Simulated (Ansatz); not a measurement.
`[SiH]S` → `[SH]`• + `[SiH]`• at 500 K and 1 bar (homolysis of the S–Si bond).

Program: Ansatz. Geometries: PBE0-D4/def2-TZVP. ΔE: electronic, gas phase. CBS: def2 TZ/QZ extrapolation, frozen cores. No spin–orbit coupling; open shells (•) take unrestricted orbitals.

| species | CCSD(T)/CBS energy (Eh) | H − E (kJ/mol) | S (J/(mol·K)) |
| --- | --- | --- | --- |
| `[SiH]S` | -688.02582 | 66.8 | 284.1 |
| `[SH]`• | -398.31788 | 30.7 | 213.0 |
| `[SiH]`• | -289.55920 | 26.7 | 213.7 |

H − E and S are ideal-gas, rigid-rotor, harmonic terms from PBE0-D4/def2-TZVP, with the whole ground term of open shells counted as degenerate. 1 Eh = 2625.50 kJ/mol, R = 8.31446 J/(mol·K).

Q: By hand: ΔE, ΔH, ΔS and ΔG.

A: ΔE = (-398.31788) + (-289.55920) − (-688.02582) = 0.14874 Eh = 390.5 kJ/mol. Δ(H − E) = 30.7 + 26.7 − 66.8 = -9.4, so ΔH = 381.1 kJ/mol. ΔS = 213.0 + 213.7 − 284.1 = 142.6 J/(mol·K). ΔG = 381.1 − 500 × (142.6)/1000 = 309.8 kJ/mol.

Q: By hand: the equilibrium constant, and the temperature at which ΔG would vanish if ΔH and ΔS stayed fixed.

A: log₁₀ K = −ΔG/(RT ln 10) = -32.4. ΔG = 0 at ΔH/ΔS = 2673 K, far beyond where these terms or the molecules hold.

The number of gas molecules changes by +1, which sets the sign of ΔS. A doubt of 5 kJ/mol in ΔE shifts log₁₀ K by 0.5 here. These are equilibria of isolated gas molecules and say nothing of rates. Largest T1 diagnostic: 0.034 (customary marks: 0.02 for closed shells, 0.045 for open ones).
